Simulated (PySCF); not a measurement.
# Worked example: chemical shift, span and skew from a shielding tensor

methanethiol (CH₄S), SMILES CS. Atoms are numbered in the order given.

```xyz
6

C      0.0201     1.1476     0.0000
S     -0.0868    -0.6581     0.0000
H      0.5224     1.5158     0.8939
H     -1.0060     1.5162     0.0000
H      0.5224     1.5158    -0.8939
H      1.2289    -0.9035     0.0000
```

Geometry: ωB97X-D3(BJ)/def2-TZVP.

GIAO shieldings from B3LYP/pcSseg-2 in PySCF, non-relativistic, no solvent. The symmetric part of the tensor of C1 has the principal values 160.8, 161.7, 185.2 ppm. The same nucleus in TMS has σ = 181.3 ppm at this level (PySCF, at its B3LYP-D3(BJ)/def2-TZVP geometry).

Task: Work out the isotropic shielding, the ¹³C shift against TMS, the span and the skew.

Result: 
σ(iso) = (σ11 + σ22 + σ33)/3 = 169.2 ppm. δ = σ(ref) − σ(iso) = 181.3 − (169.2) = 12.1 ppm.
Span Ω = σ33 − σ11 = 24.4 ppm. Skew κ = 3(σ(iso) − σ22)/Ω = 0.93. Tumbling in solution averages the tensor to δ; in a static solid the shielding alone would spread this spin-1/2 line over Ω.
